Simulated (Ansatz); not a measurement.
Molecular dynamics of ClH$_{5}$Si$_{2}$

The input (input.yaml):

```yaml
crystal:
  periodic: [false, false, false]
  atoms:
    - { symbol: Si, position_ang: [-0.057918, 0.030406, 0.010826] }
    - { symbol: Cl, position_ang: [-0.016578, -0.412996, 2.042653] }
    - { symbol: Si, position_ang: [2.154542, 0.00607, -0.754229] }
    - { symbol: H, position_ang: [2.741299, -1.348418, -0.527092] }
    - { symbol: H, position_ang: [2.199095, 0.325925, -2.2147] }
    - { symbol: H, position_ang: [2.947222, 1.02363, -0.001151] }
    - { symbol: H, position_ang: [-0.693829, 1.369271, -0.164061] }
    - { symbol: H, position_ang: [-0.896633, -0.993888, -0.678546] }
basis:
  gaussian: { orbitals: def2-SVP }
hamiltonian:
  xc: pbe0
  dispersion: d4
md:
  timestep: 0.25
  n_steps: 300
  ensemble: nvt_langevin
  temperature: 200.0
  initial_velocities: maxwell_boltzmann
  seed: 709957
  friction: 0.05
  masses: [{ species: H, mass: 2.014 }]
```

Launched with:

```bash
$ ansatz run input.yaml --threads 1 --pin off --max-ram 2048MiB --backend cpu --events-out ev --progress --plain --runs-dir out
```

It starts from a relaxed structure.

Output, in part (one step line in 6, the closing report, with atoms numbered from 0):

```
md step     0: t =     0.00 fs  T =   175.0 K  F+E_penalty+E_count = -28340.66234251 eV  E_kin = 0.180964 eV  (21 SCF iters)
md step     6: t =     1.50 fs  T =   184.7 K  F+E_penalty+E_count = -28340.64892553 eV  E_kin = 0.190971 eV  (19 SCF iters)
md step    12: t =     3.00 fs  T =   174.1 K  F+E_penalty+E_count = -28340.60725539 eV  E_kin = 0.180013 eV  (17 SCF iters)
md step    18: t =     4.50 fs  T =   146.8 K  F+E_penalty+E_count = -28340.56955109 eV  E_kin = 0.151845 eV  (17 SCF iters)
md step    24: t =     6.00 fs  T =   145.9 K  F+E_penalty+E_count = -28340.54992683 eV  E_kin = 0.150914 eV  (17 SCF iters)
md step    30: t =     7.50 fs  T =   181.3 K  F+E_penalty+E_count = -28340.54700321 eV  E_kin = 0.187429 eV  (17 SCF iters)
md step    36: t =     9.00 fs  T =   191.0 K  F+E_penalty+E_count = -28340.55728209 eV  E_kin = 0.197492 eV  (17 SCF iters)
md step    42: t =    10.50 fs  T =   167.5 K  F+E_penalty+E_count = -28340.56116757 eV  E_kin = 0.173245 eV  (17 SCF iters)
md step    48: t =    12.00 fs  T =   173.0 K  F+E_penalty+E_count = -28340.55225613 eV  E_kin = 0.178938 eV  (19 SCF iters)
md step    54: t =    13.50 fs  T =   164.1 K  F+E_penalty+E_count = -28340.52879352 eV  E_kin = 0.169704 eV  (17 SCF iters)
md step    60: t =    15.00 fs  T =   125.1 K  F+E_penalty+E_count = -28340.50051139 eV  E_kin = 0.129349 eV  (17 SCF iters)
md step    66: t =    16.50 fs  T =   188.7 K  F+E_penalty+E_count = -28340.48964152 eV  E_kin = 0.195138 eV  (17 SCF iters)
md step    72: t =    18.00 fs  T =   149.0 K  F+E_penalty+E_count = -28340.48257123 eV  E_kin = 0.154084 eV  (17 SCF iters)
md step    78: t =    19.50 fs  T =   203.5 K  F+E_penalty+E_count = -28340.49292894 eV  E_kin = 0.210463 eV  (17 SCF iters)
md step    84: t =    21.00 fs  T =   234.9 K  F+E_penalty+E_count = -28340.51044637 eV  E_kin = 0.242858 eV  (19 SCF iters)
md step    90: t =    22.50 fs  T =   268.3 K  F+E_penalty+E_count = -28340.52839514 eV  E_kin = 0.277481 eV  (20 SCF iters)
md step    96: t =    24.00 fs  T =   262.8 K  F+E_penalty+E_count = -28340.53296180 eV  E_kin = 0.271790 eV  (19 SCF iters)
md step   102: t =    25.50 fs  T =   298.3 K  F+E_penalty+E_count = -28340.53370640 eV  E_kin = 0.308429 eV  (17 SCF iters)
md step   108: t =    27.00 fs  T =   274.9 K  F+E_penalty+E_count = -28340.54115697 eV  E_kin = 0.284228 eV  (20 SCF iters)
md step   114: t =    28.50 fs  T =   280.8 K  F+E_penalty+E_count = -28340.54633310 eV  E_kin = 0.290352 eV  (20 SCF iters)
md step   120: t =    30.00 fs  T =   252.2 K  F+E_penalty+E_count = -28340.53993037 eV  E_kin = 0.260801 eV  (20 SCF iters)
md step   126: t =    31.50 fs  T =   231.4 K  F+E_penalty+E_count = -28340.52823786 eV  E_kin = 0.239321 eV  (17 SCF iters)
md step   132: t =    33.00 fs  T =   247.6 K  F+E_penalty+E_count = -28340.51486388 eV  E_kin = 0.256021 eV  (17 SCF iters)
md step   138: t =    34.50 fs  T =   242.3 K  F+E_penalty+E_count = -28340.51853408 eV  E_kin = 0.250575 eV  (17 SCF iters)
md step   144: t =    36.00 fs  T =   231.3 K  F+E_penalty+E_count = -28340.53504394 eV  E_kin = 0.239171 eV  (17 SCF iters)
md step   150: t =    37.50 fs  T =   224.2 K  F+E_penalty+E_count = -28340.55933232 eV  E_kin = 0.231854 eV  (19 SCF iters)
md step   156: t =    39.00 fs  T =   211.1 K  F+E_penalty+E_count = -28340.56282659 eV  E_kin = 0.218310 eV  (20 SCF iters)
md step   162: t =    40.50 fs  T =   203.6 K  F+E_penalty+E_count = -28340.54739913 eV  E_kin = 0.210560 eV  (19 SCF iters)
md step   168: t =    42.00 fs  T =   218.9 K  F+E_penalty+E_count = -28340.53485727 eV  E_kin = 0.226329 eV  (17 SCF iters)
md step   174: t =    43.50 fs  T =   290.8 K  F+E_penalty+E_count = -28340.55163601 eV  E_kin = 0.300693 eV  (17 SCF iters)
md step   180: t =    45.00 fs  T =   309.5 K  F+E_penalty+E_count = -28340.58981889 eV  E_kin = 0.320089 eV  (17 SCF iters)
md step   186: t =    46.50 fs  T =   346.6 K  F+E_penalty+E_count = -28340.61411294 eV  E_kin = 0.358370 eV  (20 SCF iters)
md step   192: t =    48.00 fs  T =   303.1 K  F+E_penalty+E_count = -28340.61537735 eV  E_kin = 0.313428 eV  (20 SCF iters)
md step   198: t =    49.50 fs  T =   260.5 K  F+E_penalty+E_count = -28340.59612126 eV  E_kin = 0.269373 eV  (17 SCF iters)
md step   204: t =    51.00 fs  T =   269.8 K  F+E_penalty+E_count = -28340.56762741 eV  E_kin = 0.279037 eV  (23 SCF iters)
md step   210: t =    52.50 fs  T =   297.3 K  F+E_penalty+E_count = -28340.54751729 eV  E_kin = 0.307476 eV  (17 SCF iters)
md step   216: t =    54.00 fs  T =   320.1 K  F+E_penalty+E_count = -28340.54425243 eV  E_kin = 0.331036 eV  (17 SCF iters)
md step   222: t =    55.50 fs  T =   334.9 K  F+E_penalty+E_count = -28340.54680510 eV  E_kin = 0.346345 eV  (17 SCF iters)
md step   228: t =    57.00 fs  T =   303.9 K  F+E_penalty+E_count = -28340.54135882 eV  E_kin = 0.314229 eV  (17 SCF iters)
md step   234: t =    58.50 fs  T =   286.5 K  F+E_penalty+E_count = -28340.52922624 eV  E_kin = 0.296276 eV  (17 SCF iters)
md step   240: t =    60.00 fs  T =   249.8 K  F+E_penalty+E_count = -28340.51392918 eV  E_kin = 0.258335 eV  (17 SCF iters)
md step   246: t =    61.50 fs  T =   236.0 K  F+E_penalty+E_count = -28340.49964576 eV  E_kin = 0.244047 eV  (17 SCF iters)
md step   252: t =    63.00 fs  T =   237.5 K  F+E_penalty+E_count = -28340.49334583 eV  E_kin = 0.245632 eV  (17 SCF iters)
md step   258: t =    64.50 fs  T =   313.3 K  F+E_penalty+E_count = -28340.49555740 eV  E_kin = 0.324021 eV  (17 SCF iters)
md step   264: t =    66.00 fs  T =   269.7 K  F+E_penalty+E_count = -28340.50277003 eV  E_kin = 0.278885 eV  (20 SCF iters)
md step   270: t =    67.50 fs  T =   247.2 K  F+E_penalty+E_count = -28340.50081945 eV  E_kin = 0.255608 eV  (20 SCF iters)
md step   276: t =    69.00 fs  T =   252.4 K  F+E_penalty+E_count = -28340.50379711 eV  E_kin = 0.261005 eV  (20 SCF iters)
md step   282: t =    70.50 fs  T =   317.0 K  F+E_penalty+E_count = -28340.50799095 eV  E_kin = 0.327828 eV  (23 SCF iters)
md step   288: t =    72.00 fs  T =   287.1 K  F+E_penalty+E_count = -28340.51334387 eV  E_kin = 0.296893 eV  (17 SCF iters)
md step   294: t =    73.50 fs  T =   262.2 K  F+E_penalty+E_count = -28340.51820489 eV  E_kin = 0.271154 eV  (19 SCF iters)
md step   300: t =    75.00 fs  T =   249.9 K  F+E_penalty+E_count = -28340.52307475 eV  E_kin = 0.258449 eV  (23 SCF iters)
Total energy: -28340.52309993 eV, -1041.4950140258 hartree
Atom 0 at    -0.107318     0.210138     0.169738 Å, force     0.889820    -0.188087    -0.294963 eV/Å
Atom 1 at     0.173793    -0.208689     2.193108 Å, force    -0.227869    -0.012074    -0.106015 eV/Å
Atom 2 at     2.116653     0.118235    -0.791887 Å, force    -0.401098     1.154227     0.754256 eV/Å
Atom 3 at     2.782475    -1.176499    -0.995721 Å, force     0.034663    -0.441970     0.115900 eV/Å
Atom 4 at     1.989292     0.793521    -2.097738 Å, force    -0.010327     0.092177    -0.456731 eV/Å
Atom 5 at     2.997486     1.062649     0.052644 Å, force    -0.425494    -0.596531    -0.293454 eV/Å
Atom 6 at    -0.616423     1.603771     0.003415 Å, force     0.020960    -0.001703     0.089593 eV/Å
Atom 7 at    -1.101776    -0.714016    -0.467902 Å, force     0.119346    -0.006039     0.191415 eV/Å
Dipole moment:    -0.039863    -0.011845    -0.263532 e Å
```

All steps were run. The mean temperature of the second half is 38 % above the set value. A run of 0.075 ps of so small a system gives no equilibrium averages.

The same pairs are bonded in the first frame and the last. Pairs count as bonded within 1.25 times the sum of covalent radii (0.12 Å more for H–H).

Last frame:

```xyz
8
Properties=species:S:1:pos:R:3
Si -0.107 0.210 0.170
Cl 0.174 -0.209 2.193
Si 2.117 0.118 -0.792
H 2.783 -1.177 -0.996
H 1.989 0.793 -2.098
H 2.998 1.063 0.053
H -0.616 1.604 0.003
H -1.102 -0.714 -0.468
```

Time of the run: 6.5 min on 1 thread of Intel(R) Xeon(R) 6975P-C (Granite Rapids), with other jobs on the host, peak memory 0.17 GiB.
